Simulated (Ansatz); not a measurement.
Relaxation of C2H5NO (9 atoms, charge 0, multiplicity 1), to a largest force component of 0.02 eV/Å in at most 50 steps.

Level of theory: RKS LDA/def2-SVP (Ansatz 0.2.0).

```xyz
9
Properties=species:S:1:pos:R:3
C -1.369 -0.255 0.180
N -0.484 -0.397 -0.694
C 0.690 0.364 -0.394
O 1.541 -0.169 0.688
H -1.029 -1.035 -1.309
H -1.319 0.460 1.051
H 0.523 1.413 -0.150
H 1.408 0.387 -1.271
H 1.479 -1.117 0.548
```

Question: Where does it end, and by what steps?

Answer: The run converged. After 8 steps the energy has fallen by 1.744 eV; H5 moved furthest, 0.39 Å.

```
step  energy less start (eV)  largest force component (eV/Å)  accepted
   0                  0.0000                           5.954       yes
   1                 -1.0477                           2.133       yes
   2                 -1.5351                           2.281       yes
   3                 -1.6574                           0.656       yes
   4                 -1.7343                           0.464       yes
   5                 -1.7421                           0.181       yes
   6                 -1.7430                           0.121       yes
   7                 -1.7434                           0.047       yes
   8                 -1.7435                           0.016       yes
```

```xyz
9
Properties=species:S:1:pos:R:3
C -1.623 -0.235 0.238
N -0.590 -0.313 -0.553
C 0.723 0.321 -0.378
O 1.428 -0.189 0.687
H -0.657 -0.928 -1.385
H -1.306 0.476 1.061
H 0.547 1.398 -0.164
H 1.262 0.241 -1.360
H 1.656 -1.121 0.501
```

Run time: 13 s on 1 thread of Arm Neoverse V2, with other jobs on the host, peak memory 0.12 GiB.
